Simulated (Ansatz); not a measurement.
## Al–CH–Cl⁺, triplet: reading a ladder of total energies

Geometry: that of the Al–CH–Cl, doublet, kept fixed.

| atom | x (Å) | y (Å) | z (Å) |
| --- | --- | --- | --- |
| Al | 0.0000 | -0.1939 | 1.6855 |
| C | 0.0000 | 0.9065 | 0.0376 |
| Cl | 0.0000 | -0.2144 | -1.2860 |
| H | 0.0000 | 1.9302 | -0.3334 |

Basis cc-pVDZ; Ansatz 0.2.0. Only valence electrons are correlated (noble-gas cores frozen), which leaves 14 electrons in 44 orbitals. Prefix R: restricted or restricted open-shell reference; prefix U: unrestricted.

Full CI isn't at hand for all of this; UCCSDT(Q) serves as the reference, and is uncertain by about the last step of the cluster series.

Runs differ by some tens of microhartree through their thresholds and, for an open shell, their frozen cores, so steps under 0.03 kcal/mol mean nothing.

```tsv
level	total energy (hartree)
UHF	-739.536904
UMP2	-739.807598
UCCSD	-739.840251
UCCSD(T)	-739.850529
UCCSDT	-739.851929
UCCSDT(Q)	-739.852906
```

**Question.** What is the correlation energy at UCCSDT(Q), and what share of it do UMP2 and UCCSDT recover?

**Answer.** E(corr) = -739.852906 − (-739.536904) = -0.316002 hartree = -8.599 eV. UMP2: -0.270694 / -0.316002 = 85.66 %. UCCSDT: -0.315025 / -0.316002 = 99.69 %.

**Question.** By how many kcal/mol does UCCSD(T) miss UCCSDT(Q) (1 hartree = 627.509 kcal/mol), and which steps make up the rest?

**Answer.** -739.850529 − (-739.852906) = 0.002377 hartree = 1.49 kcal/mol. Steps: UCCSDT − UCCSD(T) = -0.88, UCCSDT(Q) − UCCSDT = -0.61 kcal/mol. Differences between like states or geometries often cancel part of this.
